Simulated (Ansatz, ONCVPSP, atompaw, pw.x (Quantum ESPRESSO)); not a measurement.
**Which Si potential is closest to all-electron in the diamond crystal?**

All use PBE, scalar-relativistic, no spin, cutoffs from each file’s atomic test, pw.x 7.5; 8³ k-points, Fermi–Dirac smearing 0.01 Ry. Δ is the rms difference from all-electron LAPW of the E(V) curves that follow from fits to the pressures, over ±6 % in volume. Mesh and smearing are coarse and serve the comparison alone. The files are a selection: those with a ghost or negative overlap were mostly not run, and those with noisy or unconverged pressures or nearly equal Δ are left out.

All-electron: a0 = 5.469 Å (V0 = 20.45 Å³/atom), B0 = 88.5 GPa.

Problem. Rank them by Δ, smallest first.
A. PAW, atompaw 4.2.0.5, PBE; core [Ne], reference 3s2 3p2; waves: 3s (bound): rc 2.45 bohr; 3s channel at 3.45 Ry: rc 1.65 bohr; 3p (bound): rc 2.45 bohr; 3p channel at 3.15 Ry: rc 2.45 bohr; 3d channel at -0.1 Ry: rc 2.45 bohr; local part: bessel scheme, radius 2.35 bohr; core correction: smooth core density matched at 1.80 bohr; augmentation: gaussian compensation charge, radius 2.05 bohr; PAW radius 2.45 bohr; waves and projectors: custom polynom2 7 10 vanderbiltortho.
B. optimised norm-conserving Vanderbilt (ONCV), ONCVPSP 4.0.1.1 (patched build), PBE; core [Ne], reference 3s2 3p2; waves: 3s: rc 1.70 bohr, ncon 3, nbas 6, qcut 4.6 1/bohr, 2 projectors, debl 3.8 Ha; 3p: rc 2.40 bohr, ncon 5, nbas 10, qcut 3.3 1/bohr, 2 projectors, debl 3.6 Ha; d scattering state at 0.12 Ha: rc 2.30 bohr, ncon 4, nbas 8, qcut 4 1/bohr, 1 projector; local part: polynomial inside 1.20 bohr (lpopt 1, dvloc0 6 Ha); core correction: Teter function, fcfact 5.5, rcfact 1.2.
C. PAW, atompaw 4.2.0.5, PBE; core [Ne], reference 3s2 3p2; waves: 3s (bound): rc 2.80 bohr; 3s channel at -0.15 Ry: rc 2.80 bohr; 3p (bound): rc 2.80 bohr; 3p channel at 0.9 Ry: rc 2.70 bohr; 3d channel at 0.45 Ry: rc 2.80 bohr; 3d channel at 1.8 Ry: rc 2.80 bohr; local part: troulliermartins scheme with l = 3 at 0 Ry, radius 2.20 bohr; core correction: smooth core density matched at 2.15 bohr; augmentation: sinc compensation charge, radius 2.65 bohr; PAW radius 2.80 bohr; waves and projectors: custom polynom vanderbiltortho.
D. optimised norm-conserving Vanderbilt (ONCV), ONCVPSP 4.0.1.1 (patched build), PBE; core [Ne], reference 3s2 3p2; waves: 3s: rc 1.80 bohr, ncon 5, nbas 8, qcut 4.1 1/bohr, 1 projector; 3p: rc 2.10 bohr, ncon 5, nbas 8, qcut 4.2 1/bohr, 3 projectors, debl 1.6 Ha; d scattering state at 0.33 Ha: rc 1.90 bohr, ncon 4, nbas 8, qcut 5.4 1/bohr, 3 projectors, debl 0.9 Ha; local part: polynomial inside 1.30 bohr (lpopt 5, dvloc0 1 Ha); core correction: Teter function fitted to the true core (icmod 2), fcfact 0.6.

Solution. B (0.1 meV/atom), C (0.3 meV/atom), D (2.6 meV/atom), A (5.9 meV/atom).
